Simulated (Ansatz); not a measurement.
**C3H10N2: small, medium and large basis sets**

The task here is to estimate one member of a computed series from the others.

Computed with Ansatz 0.2.0, Gaussian basis. Level: one geometry, several basis sets.

The runs, in order: PBE0-D4/def2-SVP; ωB97M-V/def2-SVP; PBE0-D4/def2-QZVPP; ωB97M-V/def2-QZVPP; the functionals' def2-TZVPP values are taken from earlier runs.

### The relaxed structure

All runs share one geometry, relaxed beforehand with PBE0-D4 in a triple-zeta def2 set.

SMILES `CNCCN`, 15 atoms, charge 0, spin multiplicity 1.

Atoms are counted from 1 here; the program's logs count them from 0.

Bond lengths: C1–N2 1.445 Å, C1–H6 1.092 Å, C1–H7 1.094 Å, C1–H8 1.103 Å, N2–C3 1.448 Å, N2–H9 1.013 Å, C3–C4 1.521 Å, C3–H10 1.106 Å, C3–H11 1.097 Å, C4–N5 1.451 Å, C4–H12 1.094 Å, C4–H13 1.098 Å, N5–H14 1.015 Å, N5–H15 1.013 Å. Angles: N2–C1–H6 109.9°, N2–C1–H7 109.5°, N2–C1–H8 114.0°, H6–C1–H7 107.6°, H6–C1–H8 108.2°, H7–C1–H8 107.4°, C1–N2–C3 113.6°, C1–N2–H9 109.7°, C3–N2–H9 109.2°, N2–C3–C4 110.5°, N2–C3–H10 112.8°, N2–C3–H11 107.8°, C4–C3–H10 109.8°, C4–C3–H11 109.2°, H10–C3–H11 106.5°, C3–C4–N5 115.2°, C3–C4–H12 109.4°, C3–C4–H13 108.7° and more.

The first run:

File in.yaml:

```yaml
crystal:
  periodic: [false, false, false]
  atoms:
    - {symbol: C, position_ang: [-1.454873, -0.014647, 1.577424]}
    - {symbol: N, position_ang: [-0.313904, 0.384269, 0.784642]}
    - {symbol: C, position_ang: [0.169866, -0.655756, -0.099157]}
    - {symbol: C, position_ang: [1.280240, -0.122316, -0.991457]}
    - {symbol: N, position_ang: [0.901162, 0.976976, -1.859337]}
    - {symbol: H, position_ang: [-1.734410, 0.791628, 2.258587]}
    - {symbol: H, position_ang: [-2.308016, -0.201855, 0.919405]}
    - {symbol: H, position_ang: [-1.290048, -0.928071, 2.172920]}
    - {symbol: H, position_ang: [0.439585, 0.680327, 1.394230]}
    - {symbol: H, position_ang: [0.523139, -1.551119, 0.445181]}
    - {symbol: H, position_ang: [-0.671022, -0.981664, -0.723966]}
    - {symbol: H, position_ang: [1.677332, -0.937566, -1.603026]}
    - {symbol: H, position_ang: [2.111943, 0.211107, -0.357131]}
    - {symbol: H, position_ang: [0.378619, 1.651687, -1.310592]}
    - {symbol: H, position_ang: [0.268588, 0.646101, -2.578523]}
basis:
  gaussian: {orbitals: def2-SVP}
hamiltonian: {xc: pbe0, dispersion: d4}
output: {orbitals: {seedname: orbitals}}
```

Steps of the session up to this table: PBE0-D4 in def2-SVP; ωB97M-V in def2-SVP; PBE0-D4 in def2-QZVPP; ωB97M-V in def2-QZVPP.

One of the session's tables, all rows but one given; the rest of the session is left out.

It belongs to the step «Density functionals: the series». 

| functional | basis | HOMO (eV) | LUMO (eV) |
| --- | --- | --- | --- |
| PBE0-D4 | def2-SVP | -6.33 | 1.79 |
| PBE0-D4 | def2-TZVPP | -6.54 | 1.10 |
| PBE0-D4 | def2-QZVPP | -6.59 | 0.67 |
| ωB97M-V | def2-SVP | ? | ? |
| ωB97M-V | def2-TZVPP | -8.93 | 2.51 |
| ωB97M-V | def2-QZVPP | -8.97 | 1.82 |

**Question.** Estimate the row for ωB97M-V, def2-SVP.

**Answer.** HOMO (eV): -8.72; LUMO (eV): 3.44. In the column «HOMO (eV)» it lies between ωB97M-V, def2-TZVPP (-8.93) and PBE0-D4, def2-QZVPP (-6.59).
